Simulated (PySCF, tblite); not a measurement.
Potential energy curve for NH, triplet.

UHF/6-31G (PySCF); UCCSD = CCSD on UHF/6-31G, 1 core orbital frozen run with PySCF 2.14.0; UKS-BHandHLYP = unrestricted BHandHLYP/6-31G run with PySCF; GFN2-xTB, 300 K electronic temperature (tblite).

Energies are in kcal/mol, each relative to the lowest point of its own curve near equilibrium.

```
R / Å   UHF  UCCSD  UKS-BHandHLYP  GFN2-xTB
-----  ----  -----  -------------  --------
0.84   26.9   32.0           29.1      23.8
0.89   13.0   16.8           14.6      10.9
0.93    6.1    8.9            7.3       4.7
0.97    2.0    3.9            2.8       1.3
1.00    0.5    1.6            0.9       0.1
1.04    0.0    0.2            0.0       0.0
1.07    0.6    0.0            0.3       0.7
1.10    1.7    0.5            1.1       2.0
1.16    5.5    2.8            4.4       5.7
1.21    9.5    5.7            8.2       9.5
1.30   17.4   12.3           16.5      17.5
1.41   25.9   21.0           27.5      28.1
1.57   33.0   32.9           42.3      43.7
1.70   35.6   40.9           51.3      55.8
1.87   36.9   48.8           59.1      69.9
2.07   37.4   54.4           64.5      83.8
2.30   37.5   57.5           67.9      96.2
2.52   37.4   58.7           69.6     105.0
2.82   37.4   59.2           70.8     113.2
3.13   37.4   59.3           71.5     118.3
3.68   37.4   59.4           71.9         —
4.20   37.4   59.4           72.0         —
```

At the longest distance, 4.20 Å, UKS-BHandHLYP lies highest above its minimum (72.0 kcal/mol) and UHF lowest (37.4 kcal/mol).

Dashes: no converged value, or the column stops at the first point that the program doubted or that broke a chosen test of continuity, which isn't proof of a fault.

The unrestricted determinant behind UHF, UCCSD is spin-contaminated at 1.30 to 4.20 Å (<S²> up to 3.0, against 2.00 for a pure triplet). The unrestricted determinant behind UKS-BHandHLYP is spin-contaminated at 1.57 to 4.20 Å (<S²> up to 3.0, against 2.00 for a pure triplet).
